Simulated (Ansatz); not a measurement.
The cluster Na₂Cl: single points at one geometry.

```yaml
crystal:
  periodic: [false, false, false]
  atoms:
    - {symbol: Na, position_ang: [-1.569183, -0.737821, 0.199339]}
    - {symbol: Na, position_ang: [1.465090, 0.136788, 0.938931]}
    - {symbol: Cl, position_ang: [0.104083, 0.601032, -1.138270]}
basis:
  gaussian: {orbitals: def2-TZVP, initial_orbitals: start.molden}
magnetization: {spin_polarized: true, initial_magnetization: 1}
hamiltonian: {xc: {text: "exchange = 0.85*pbe_x + 0.15*exact_x\ncorrelation = pbe_c"}}
scf: {omitted_lower_state_checks: [starts]}
output: {orbitals: {seedname: orbitals}}
```

The file start.molden holds the orbitals of an earlier run on this structure, at another level or in another basis.

```sh
$ ansatz run in.yaml --threads 4 --pin off --events-out ev --progress --plain --max-ram 3916MiB
```

Shortened log:

```
Functional definition: unnamed
817 factors; their error is unknown
mean field evaluation 1: about -21347.3402 eV, gradient 2.6e0 eV
mean field evaluation 2: about -21347.3479 eV, gradient 1.7e-2 eV
mean field evaluation 4: about -21347.3996 eV, gradient 6.3e-5 eV
mean field -21347.39955657 eV, -784.5024639169 hartree, gradient 7.6e-5 eV, S^2 0.750255; 0 other end points of the search recorded, 0 dependent functions left out
reference -21347.39961034 eV, -784.5024658930 hartree; 20, 19 occupied and 81, 82 virtual orbitals, 817 factors
Total energy: -21347.39961034 eV, -784.5024658930 hartree
Checks for a lower state left out: starts
```

It took 1.2 s on 4 threads of Arm Neoverse V1 on a shared host.

First input, but with `hamiltonian: {xc: r2scan, dispersion: d4}`, `output: {forces: true, orbitals: {seedname: orbitals}}` (abridged; 3.7 s):

```
Functional definition: r2SCAN
mean field -21355.33023367 eV, -784.7939109247 hartree, gradient 1.1e-5 eV, S^2 0.750403
Total energy: -21355.33739741 eV, -784.7941741874 hartree
Atom 0 force    -0.017949    -0.008279     0.001954 eV/Å
Atom 1 force     0.016493     0.001852     0.009933 eV/Å
Atom 2 force     0.001456     0.006427    -0.011887 eV/Å
Dipole moment:    -0.036781    -0.211958     0.401356 e Å
Checks for a lower state left out: starts
```

Geometry: PBE0-D4/def2-TZVP.

The structure comes from a short search, and lower isomers may exist.
